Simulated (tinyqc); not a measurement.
Hueckel theory of the pi electrons, for the molecule c1ccccc1 (SMILES; centres numbered as the heavy atoms are written), step by step. Computed by tinyqc, a small Python program that keeps every step. Settings: charge = 0. Command: `OMP_NUM_THREADS=1 python tinyqc.py 26440 26441 out.jsonl` (the two numbers bound the seeds that draw the settings). One thread of a shared host (Intel(R) Xeon(R) Processor @ 2.60GHz), about 0.01 s of CPU time with the checks.

## The Hueckel matrix

Centres:
```
centre,"z_r, pi electrons of the neutral centre",h
1C,1,0.000000
2C,1,0.000000
3C,1,0.000000
4C,1,0.000000
5C,1,0.000000
6C,1,0.000000
```

Bonds:
```
i,j,k
1,2,1
2,3,1
3,4,1
4,5,1
5,6,1
6,1,1
```

H_rr = alpha + h_r beta, H_rs = k_rs beta for bonded centres.

Hueckel matrix in units of beta (H = alpha + beta A), lower triangle:
```
,1C,2C,3C,4C,5C,6C
1C,0.000000
2C,1.000000,0.000000
3C,0.000000,1.000000,0.000000
4C,0.000000,0.000000,1.000000,0.000000
5C,0.000000,0.000000,0.000000,1.000000,0.000000
6C,1.000000,0.000000,0.000000,0.000000,1.000000,0.000000
```

## Orbitals

pi electrons, sum of z_r less the charge = 6

Diagonalise; E = alpha + x beta with beta < 0, so the largest x are filled first; degenerate levels share their electrons. P = sum n_i c_ri c_si; each orbital has its largest coefficient positive (the first on a tie).

x values: 2.000000  1.000000  1.000000  -1.000000  -1.000000  -2.000000

occupations: 2.000000  2.000000  2.000000  0.000000  0.000000  0.000000

coefficients:
```
,MO1,MO2,MO3,MO4,MO5,MO6
1C,0.408248,0.577350,0.000000,0.000000,0.577350,0.408248
2C,0.408248,0.288675,0.500000,0.500000,-0.288675,-0.408248
3C,0.408248,-0.288675,0.500000,-0.500000,-0.288675,0.408248
4C,0.408248,-0.577350,0.000000,0.000000,0.577350,-0.408248
5C,0.408248,-0.288675,-0.500000,0.500000,-0.288675,0.408248
6C,0.408248,0.288675,-0.500000,-0.500000,-0.288675,-0.408248
```

charge and bond-order matrix P, lower triangle:
```
,1C,2C,3C,4C,5C,6C
1C,1.000000
2C,0.666667,1.000000
3C,0.000000,0.666667,1.000000
4C,-0.333333,0.000000,0.666667,1.000000
5C,0.000000,-0.333333,0.000000,0.666667,1.000000
6C,0.666667,0.000000,-0.333333,0.000000,0.666667,1.000000
```

Within a degenerate level the vectors are fixed only up to a rotation; this is one choice.

## Energy, charges, bond orders

E = sum n x; q_r = z_r - P_rr; bond order p = P_rs; free valence = sqrt(3) - sum of p over the bonds of the atom.

pi energy = 6 alpha + this times beta = 8.000000

pi charges: 1C 0.000000, 2C 0.000000, 3C 0.000000, 4C 0.000000, 5C 0.000000, 6C 0.000000

Bond orders and lengths from R = 1.517 - 0.180 p (angstrom, C-C alone):
```
bond,p,R
1-2,0.666667,1.397000
2-3,0.666667,1.397000
3-4,0.666667,1.397000
4-5,0.666667,1.397000
5-6,0.666667,1.397000
6-1,0.666667,1.397000
```

free valence of the carbons: 1C 0.398717, 2C 0.398717, 3C 0.398717, 4C 0.398717, 5C 0.398717, 6C 0.398717

gap between the highest filled and the next level = 2.000000 |beta|
